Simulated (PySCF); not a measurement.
Which level of theory gave which numbers?

Hydroxyfluoroborane, BFH2O.
Z-matrix (Å and degrees, PBE0-D3(BJ)/def2-SVP geometry), rows numbered from 1:
```
O 
B   1  1.3431
F   2  1.3225  1  117.42
H   1  0.9613  2  113.05  3  -179.71
H   2  1.2096  1  123.51  3  -179.86
```

The closed-shell ground state was solved 5 times with PySCF (density fitting, gas phase), always in the pcJ-1 basis (101 functions), with these functionals: B3LYP, CAM-B3LYP, HF, PBE and PBE0.

| row | total energy (Eh) | HOMO (eV) | LUMO (eV) | dipole (D) |
| --- | --- | --- | --- | --- |
| P | -201.0141 | -8.17 | -0.52 | 2.47 |
| Q | -200.2601 | -14.13 | 3.99 | 2.87 |
| R | -201.0173 | -9.88 | 0.50 | 2.62 |
| S | -201.1716 | -11.41 | 1.60 | 2.65 |
| T | -201.2391 | -9.65 | 0.22 | 2.60 |

Which functional belongs to which row?

P = PBE, Q = HF, R = PBE0, S = CAM-B3LYP, T = B3LYP. By rising HOMO–LUMO gap: PBE (GGA) 7.65 eV; B3LYP (global hybrid, 20 % exact exchange) 9.87 eV; PBE0 (global hybrid, 25 % exact exchange) 10.38 eV; CAM-B3LYP (range-separated hybrid) 13.01 eV; HF (all exact exchange) 18.12 eV. Total energies of different functionals aren't bounds to one another; each is stationary for its own functional.

One conformer stands for the species.
